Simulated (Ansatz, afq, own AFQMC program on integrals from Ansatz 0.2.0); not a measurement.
## H$_{2}$O, singlet in 6-31G, levels against full CI

```yaml
atoms:
  - { symbol: O, position_ang: [0.0000, -0.0653, 0.0000] }
  - { symbol: H, position_ang: [0.0000, 0.5184, -0.7615] }
  - { symbol: H, position_ang: [0.0000, 0.5184, 0.7615] }
```

Basis 6-31G. Noble-gas cores (and the filled d shells of Ga–Kr and In–Xe) are frozen. AFQMC by an in-house program on the Cholesky factors that Ansatz 0.2.0 writes for its CCSD(T) run. The CISD trial takes its coefficients from CCSD amplitudes. Released means that phaseless walkers are propagated on without the constraint, phases kept. Error bars are statistical, one sigma.

Determinant: RHF, the one that the program's search chose, which needn't be the lowest solution. The geometry is a point of a scan.

Full CI on the same integrals is exact in this basis and with this determinant's frozen core.

- T1 diagnostic: 0.0067
- weight of the determinant in the CISD state: 0.957
- size of the correlated space: 8 electrons in 12 orbitals

Reference: full CI, correlation energy -3.704 eV. The released energy is read at 2.40 1/Eh (meV from the phaseless value at times in 1/Eh: -7 ± 5 at 0.24, 4 ± 3 at 0.51, 4 ± 3 at 0.99, -1 ± 3 at 1.62, -5 ± 4 at 2.40).

| level | E − E(reference) (kcal/mol) | share of correlation (%) |
| --- | --- | --- |
| HF | 85.41 | 0.00 |
| MP2 | 5.13 | 93.99 |
| CCSD | 0.95 | 98.89 |
| CCSD(T) | 0.33 | 99.61 |
| CCSDT | 0.28 | 99.68 |
| CCSDT(Q) | -0.01 | 100.01 |
| CCSDTQ | 0.01 | 99.99 |
| ph-AFQMC/HF | 0.38 ± 0.68 | 99.56 |
| ph-AFQMC/CISD | -0.02 ± 0.12 | 100.02 |
| released AFQMC | -0.14 ± 0.09 | 100.17 |

CCSDT and higher add their correlation energy to the determinant of the CCSD(T) run, since their own runs factorise the integrals more tightly (a shift of under 2 meV). A walk keeps the symmetry of its determinant, which the program's search chose and which needn't be the lowest solution, so a lower state of the same spin and another symmetry isn't excluded. Released energies are given only where the last usable release times agree within the noise; a slower fall can still hide under it.
